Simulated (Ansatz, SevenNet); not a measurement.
**Antifluorite Mg2Sn: properties by level of theory**

Reference values: lattice constant a 6.766 Å (measured, temperature not stated, no zero-point or thermal correction; as tabulated in Freccero, Grin, Wagner, Dalton Trans. (2023), ESI).

| level (code) | equilibrium lattice constant a (Å) | formation enthalpy (eV/atom) |
|---|---|---|
| SevenNet-l3i5 | 6.813 | … |
| PBEsol-D3(BJ) (Ansatz) | … | … |
| B3LYP (VWN-RPA form) (Ansatz) | … | -0.398 |

Task: Fill in the missing entries.

Result: 
- SevenNet-l3i5, formation enthalpy (eV/atom): -0.195
- PBEsol-D3(BJ) (Ansatz, a first-principles code), equilibrium lattice constant a (Å): 6.652
- PBEsol-D3(BJ) (Ansatz), formation enthalpy (eV/atom): -0.184
- B3LYP (VWN-RPA form) (Ansatz), equilibrium lattice constant a (Å): 6.806

Machine-learned potentials (SevenNet-l3i5) are trained on DFT data: a solid inside that data is no test of them.

Ansatz's density-functional and Hartree–Fock values are scalar-relativistic unless marked +SOC, with PAW data made under PBE.
